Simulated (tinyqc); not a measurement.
The basis set: RHF and MP2 along a ladder of basis sets, for H3O+, spin multiplicity 1. Computed by the program tinyqc with PySCF. 

Geometry (angstrom):
```
atom        x        y       z
O      0.0000   0.0000  0.3450
H      0.8740   0.0000  0.0000
H     -0.4370   0.7570  0.0000
H     -0.4370  -0.7570  0.0000
```

Same geometry throughout; the dipole is taken about the origin.

RHF and frozen-core MP2 in a ladder of bases:
```
basis        functions  E(RHF) (hartree)  E(MP2 corr) (hartree)  HOMO (eV)  LUMO (eV)  dipole (debye)
sto-3g               8        -75.315713              -0.046167   -25.8610     3.7631          0.9660
3-21g               15        -75.869632              -0.125364   -26.5402    -2.1711          1.2387
6-31g               15        -76.255489              -0.125728   -26.5846    -3.1085          1.2823
6-31g**             29        -76.304733              -0.191816   -26.7263    -2.8185          0.8161
cc-pvdz             29        -76.308366              -0.200367   -26.7288    -3.2813          0.6876
aug-cc-pvdz         50        -76.314531              -0.208759   -26.7622    -4.6521          0.6249
cc-pvtz             72        -76.335895              -0.254267   -26.7716    -3.8362          0.6420
```

From cc-pVDZ to cc-pVTZ the RHF energy falls by 27.5 mhartree and the correlation energy by 53.9. If valence correlation converges as X^-3, (27 E(T) - 8 E(D))/19 gives -0.2770 hartree, a rough estimate from such small X that usually falls short; STO-3G holds about 17 % of it. Beyond STO-3G the LUMO moves by 2.5 eV and the HOMO by 0.2 eV.
